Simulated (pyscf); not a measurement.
Elementary routes open to H₃C–SnH₃ + hydrogen chloride (HCl) in the gas phase (singlet surface):
A. methane (CH₄) + Cl–SnH₃ (C–Sn, Cl–H broken; C–H, Cl–Sn formed)
B. H₃C–SnH₂–Cl + hydrogen (H₂) (H–Sn, Cl–H broken; Cl–Sn, H–H formed)

Structures and frequencies: ωB97X-D3(BJ)/def2-SVP in PySCF.

Q: Rank the routes by free-energy barrier at 298 K, lowest first, for ωB97M-D3(BJ)/def2-TZVP energies (ideal gas, 1 atm, RRHO with modes under 100 cm⁻¹ raised to 100, one conformer, R ln 2 for chiral ones without a mode under 150 cm⁻¹).

A: B (34.7 kcal/mol), A (38.3 kcal/mol)

Route B is the fastest of these, ahead of the next by 3.7 kcal/mol. The most stable products are those of A (ΔG = -25.5 kcal/mol), whose barrier is 3.7 kcal/mol higher: the kinetic and the thermodynamic product differ. At 1200 K B is still the fastest. Only these routes are compared; each barrier is that of the saddle found, and lower ones may exist. Elements past Kr carry the def2 core potentials, without spin-orbit coupling.
